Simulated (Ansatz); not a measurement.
Rhombohedral A7 Bi was calculated with RPBE (PAW; Ansatz, an electronic-structure program).

Run with plane-wave cutoff 520 eV, 16×16×16 k mesh, Fermi–Dirac smearing 0.05 eV, scalar-relativistic PAW data made under PBE.

Cell (relaxed at this level):

```cif
data_Bi2
_chemical_formula_sum 'Bi2'
_space_group_name_H-M_alt 'P 1'
_space_group_IT_number 1
_cell_length_a 5.02961
_cell_length_b 5.02961
_cell_length_c 5.02961
_cell_angle_alpha 54.419
_cell_angle_beta 54.419
_cell_angle_gamma 54.419
loop_
_space_group_symop_operation_xyz
  'x, y, z'
loop_
_atom_site_label
_atom_site_type_symbol
_atom_site_fract_x
_atom_site_fract_y
_atom_site_fract_z
_atom_site_occupancy
Bi1 Bi 0.23028 0.23028 0.23028 1
Bi2 Bi 0.76972 0.76972 0.76972 1
```

Problem. What does this level give for the bulk modulus B0?

Solution. 
- bulk modulus B0: 14.8 GPa

The run finds no gap.

Measured, for comparison: bulk modulus 32.1 GPa (copied from a table, unchecked, extrapolated to 0 K and zero-point effects removed; as tabulated in Lejaeghere et al. (2013), arXiv:1204.2733). Computed (rounded) less measured: bulk modulus not scored (unchecked).

Note: for a layered or molecular solid the relaxed cell lies over 5 % above the published volume, where the minimum can be shallow; the cell comes from a level without a dispersion term, which matters for the spacing of layers, chains or molecules; the bulk modulus comes from volumes at which shape and atoms were relaxed.

Spin–orbit coupling is not included; it can shift volumes and moduli of such heavy elements.

It cost around 14 core-minutes (rough) of CPU time.
